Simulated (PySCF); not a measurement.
## Spin-rotation constants: methoxyacetic acid, C3H6O3

Geometry (Å), atoms numbered from 1 in this order:
```xyz
12

C    -1.749    0.321   -0.403
O    -0.994   -0.865   -0.277
C     0.170   -0.731    0.484
C     1.272    0.088   -0.171
O     1.206    0.681   -1.210
O     2.375    0.079    0.591
H    -2.028    0.713    0.584
H    -1.203    1.089   -0.957
H    -2.647    0.048   -0.952
H    -0.037   -0.278    1.468
H     0.555   -1.742    0.646
H     3.081    0.597    0.171
```

Theory: GIAO B97-2/aug-pcSseg-1 magnetisability, rotational g tensor and spin-rotation constants, non-relativistic, gas phase in PySCF 2.14.0. Geometry: GFN2-xTB.

(1) Give the nuclear spin-rotation constants along the inertial axes (H = +C I·J) beside the isotropic shieldings.

(2) How do the rotational constants and the g tensor change when H7, H8, H9, H10, H11, H12 are replaced by deuterium?

## Answers

(1) Rotational constants 7.7716, 2.3886, 2.0051 GHz. A star marks the isotopologue with that one atom substituted, in its own axes.
```
atom  isotope  Caa (kHz)  Cbb (kHz)  Ccc (kHz)  mean (kHz)  σ (ppm)
  H7       1H     -0.746     -0.188      0.022      -0.304     28.7
  H8       1H     -0.344      0.027     -0.204      -0.174     27.2
  H9       1H      0.243     -0.240     -0.168      -0.055     28.1
 H10       1H     -0.847     -0.172      0.053      -0.322     27.6
 H11       1H     -0.828     -0.017     -0.064      -0.303     27.2
 H12       1H      0.027     -0.071     -0.273      -0.105     25.6
  C1     13C*      1.713      0.481      0.379       0.858    126.3
  O2     17O*     -0.570     -0.179     -0.126      -0.292    310.4
  C3     13C*      1.365      0.597      0.478       0.814    115.3
  C4     13C*      4.234      0.785      0.533       1.851     11.0
  O5     17O*     -3.925     -1.341     -0.221      -1.829    -84.9
  O6     17O*     -1.180     -0.715     -0.373      -0.756    134.2
```
For the geometry as given, no vibrational averaging.

(2) Constants 6.6439, 2.1061, 1.7819 GHz; g -0.0535, -0.0133, -0.0069, against -0.0627, -0.0150, -0.0077 before.
